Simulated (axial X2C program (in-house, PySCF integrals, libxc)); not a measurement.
# Levels of AlCl⁻ by electron attachment to AlCl (EOM-EA-CCSD)

Calculated with an axial X2C code built on PySCF integrals: two-component X2C with atomic mean-field Coulomb and Gaunt terms, Gaussian nuclei, basis Cl dyall-av3z, Al dyall-av3z with contracted cores.

R = 2.482 Å (1.150 times 2.158 Å, the PBE0 minimum at charge 0 for the lowest determinant).

Levels of AlCl⁻ obtained by attaching an electron to AlCl:

| Ω | binding energy (eV) | above lowest (cm⁻¹) | attached spinor | one-particle weight |
| --- | --- | --- | --- | --- |
| 1/2 | 0.406 | 0 | 86% Al pπ | 0.95 |
| 3/2 | 0.399 | 59 | 86% Al pπ | 0.95 |
| 1/2 | -0.351 | 6106 | 68% Al pσ, 26% Al sσ | 0.99 |
| 1/2 | -0.794 | 9675 | 66% Al sσ, 20% Al pσ, 9% Al dσ | 0.99 |
| 1/2 | -0.828 | 9949 | 98% Al pπ | 0.99 |
| 3/2 | -0.828 | 9949 | 98% Al pπ | 0.99 |
| 1/2 | -1.562 | 15874 | 68% Al pσ, 16% Al dσ | 0.96 |

Question: Take the first Ω = 1/2 and Ω = 3/2 rows of π character: how far apart are they, and which lies lower?

Answer: E(3/2) − E(1/2) = 59 − 0 = 59 cm⁻¹ at EOM-EA-CCSD: regular, Ω = 1/2 lower. Splittings at this level can be off by ten to twenty per cent.

Negative binding energies belong to unbound states, resonances or levels that the basis set holds; within some tenths of an eV of zero the sign is not settled.

This point took 14 s on 1 thread of Intel(R) Xeon(R) Processor @ 2.30GHz, with other jobs on the host.

Reference electrons by ω block (each with its −ω partner): 1/2: 12, 3/2: 3. 10 electrons of AlCl correlated (inner shells frozen), 92 natural virtual spinors (a truncated set); levels can be off by some tenths of an eV. Roots sought by Ω: (1/2: 5, 3/2: 4, 5/2: 2, 7/2: 1); the list ends where they run out and leaves out roots under 60 % one-particle weight. The solver can skip a root, and states that need a further excitation, which the method places far too high, are missing though they may lie low or lowest. T1 of the reference 0.013 (Lee–Taylor). Number of frozen shells: Cl 2 s, 1 p; Al 2 s, 1 p.
